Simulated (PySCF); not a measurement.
Molecule: `CCCCl`, C3H7Cl.

Geometry:
```json
{"atom": "C1", "x (Å)": "-1.264", "y (Å)": "0.249", "z (Å)": "0.098"}
{"atom": "C2", "x (Å)": "-0.041", "y (Å)": "-0.640", "z (Å)": "-0.045"}
{"atom": "C3", "x (Å)": "1.278", "y (Å)": "0.096", "z (Å)": "0.068"}
{"atom": "Cl4", "x (Å)": "1.496", "y (Å)": "1.304", "z (Å)": "-1.240"}
{"atom": "H5", "x (Å)": "-1.278", "y (Å)": "0.756", "z (Å)": "1.076"}
{"atom": "H6", "x (Å)": "-2.192", "y (Å)": "-0.335", "z (Å)": "0.009"}
{"atom": "H7", "x (Å)": "-1.274", "y (Å)": "1.025", "z (Å)": "-0.682"}
{"atom": "H8", "x (Å)": "-0.066", "y (Å)": "-1.174", "z (Å)": "-1.009"}
{"atom": "H9", "x (Å)": "-0.042", "y (Å)": "-1.418", "z (Å)": "0.740"}
{"atom": "H10", "x (Å)": "1.353", "y (Å)": "0.647", "z (Å)": "1.017"}
{"atom": "H11", "x (Å)": "2.130", "y (Å)": "-0.594", "z (Å)": "-0.001"}
```

Geometry PBE0-D3(BJ)/def2-SVP throughout; GIAO in PySCF 2.14, gas phase, one conformer, non-relativistic; equivalent atoms averaged; functional PBE0.

(1) How do the absolute shieldings σ depend on the basis set? (ppm; last column core-seconds on shared hosts with different chips, so compare them loosely)

(2) Which nucleus moves most, in ppm?

(3) Taking the largest basis, pcSseg-2 (249 functions), as the yardstick, rank the others by their worst heavy-atom deviation.

## Answers

(1) 
| basis set | functions | C3 | C2 | C1 | Cl4 | H10/H11 | H8/H9 | H5/H6/H7 | core-s |
| --- | --- | --- | --- | --- | --- | --- | --- | --- | --- |
| STO-3G | 31 | 186.7 | 208.1 | 215.6 | 1010.3 | 30.25 | 31.42 | 31.70 | 2 |
| 6-31G | 54 | 151.1 | 173.4 | 186.8 | 907.7 | 29.22 | 30.93 | 31.41 | 3.7 |
| pcSseg-0 | 54 | 140.7 | 166.9 | 179.6 | 916.9 | 29.65 | 31.35 | 31.68 | 4.9 |
| 6-31G* | 74 | 147.1 | 168.4 | 181.9 | 896.3 | 28.65 | 30.36 | 30.90 | 4.7 |
| def2-SVP | 95 | 144.8 | 168.3 | 181.9 | 917.3 | 28.13 | 29.95 | 30.41 | 5.5 |
| cc-pVDZ | 95 | 145.4 | 168.1 | 183.7 | 902.6 | 27.97 | 29.77 | 30.30 | 8.9 |
| pcSseg-1 | 110 | 131.9 | 156.1 | 171.8 | 876.6 | 27.86 | 29.75 | 30.18 | 6.7 |
| 6-311+G(2d,p) | 158 | 134.4 | 158.1 | 174.7 | 872.2 | 27.97 | 29.83 | 30.44 | 11 |
| aug-cc-pVDZ | 159 | 143.9 | 166.2 | 183.1 | 895.7 | 27.78 | 29.64 | 30.25 | 19 |
| def2-TZVP | 172 | 134.4 | 157.5 | 174.1 | 863.0 | 27.98 | 29.81 | 30.42 | 13 |
| IGLO-III | 219 | 131.0 | 154.1 | 171.2 | 872.9 | 27.83 | 29.70 | 30.29 | 27 |
| cc-pVTZ | 222 | 135.2 | 158.5 | 174.9 | 884.9 | 27.78 | 29.63 | 30.23 | 29 |
| pcSseg-2 | 249 | 130.4 | 154.2 | 171.2 | 867.8 | 27.72 | 29.58 | 30.17 | 17 |

(2) Cl4 (chlorine bonded to C): from 863.0 ppm with def2-TZVP to 1010.3 ppm with STO-3G. The smallest spread is 1.53 ppm, at H5/H6/H7. Proton shifts span only some 12 ppm, so a few tenths of a ppm matter as much there as several ppm in carbon.

(3) 6-311+G(2d,p) 4.4 ppm (158 functions), def2-TZVP 4.7 ppm (172 functions), IGLO-III 5.1 ppm (219 functions), pcSseg-1 8.8 ppm (110 functions), cc-pVTZ 17.1 ppm (222 functions), aug-cc-pVDZ 27.9 ppm (159 functions), 6-31G* 28.6 ppm (74 functions), cc-pVDZ 34.9 ppm (95 functions), 6-31G 39.9 ppm (54 functions), pcSseg-0 49.1 ppm (54 functions), def2-SVP 49.5 ppm (95 functions), STO-3G 142.5 ppm (31 functions).

A small basis that lands close on one nucleus may do so by chance; judge by the trend and by all nuclei.
